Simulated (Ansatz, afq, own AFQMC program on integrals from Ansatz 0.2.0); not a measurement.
BSiH, singlet in 6-31G, levels against full CI

```csv
atom,x (Å),y (Å),z (Å)
Si,0.0000,0.0000,0.4187
B,0.0000,0.0000,-2.3533
H,0.0000,0.0000,1.9346
```

Connectivity, by distances: SiH ··· B.

Basis 6-31G. Noble-gas cores (and the filled d shells of Ga–Kr and In–Xe) are frozen. Ansatz 0.2.0 and our own AFQMC program on the same integrals; the CISD trial comes from CCSD amplitudes, and released means the phaseless constraint is let go. Error bars are statistical, one sigma.

Determinant: RHF, the one that the program's search chose, which needn't be the lowest solution. The geometry is a point of a scan.

Full CI on the same integrals is exact in this basis and with this determinant's frozen core.

Cautions: higher spins were not checked; restricted determinant unstable towards unrestricted (UHF 1.40 eV lower, ⟨S²⟩ 1.01); strong correlation (T1 0.083, weight of the determinant 0.73, largest double 0.38); (T) is large, 9 % of the CCSD correlation; the CCSDTQ amplitudes may be one of several solutions (largest double 0.84); the released energies are still falling, so no released level is given (meV from the phaseless value at times in 1/Eh: -18 ± 9 at 0.24, -28 ± 8 at 0.51, -41 ± 8 at 0.99, -64 ± 8 at 1.62, -85 ± 9 at 2.40); the determinant fills πx and πy unequally, so it mixes two states of the linear molecule, and each level undoes that mixture to a different degree, while full CI gives the lower state, and by Hund's rule a triplet of that filling probably lies lower still; CCSDTQ on the UHF determinant differs (523 meV lower), perhaps since the unrestricted series falls towards higher spin.

The T1 diagnostic is 0.0833. The weight of the determinant in the CISD state is 0.732 and the size of the correlated space is 8 electrons in 18 orbitals.

```
  level  correlation energy (eV)
    MP2                  -2.6673
   CCSD                  -3.8053
CCSD(T)                  -4.1666
```

Question: Estimate where phaseless AFQMC with a CISD trial lies against CCSD(T) on the same integrals.

Answer: 4.71 ± 0.30 mEh above CCSD(T).

Reference: full CI, correlation energy -4.218 eV. The cautions show a poor starting determinant, so the rows tell how each method copes with it here, and full CI is the sure value.

```csv
level,E − E(reference) (mEh),share of correlation (%)
CCSD(T),1.90,98.77
CCSDT,3.29,97.87
CCSDT(Q),0.91,99.42
CCSDTQ,0.31,99.80
ph-AFQMC/CISD,6.61 ± 0.30,95.74
```

CCSDT and higher add their correlation energy to the determinant of the CCSD(T) run, since their own runs factorise the integrals more tightly (a shift of under 2 meV).
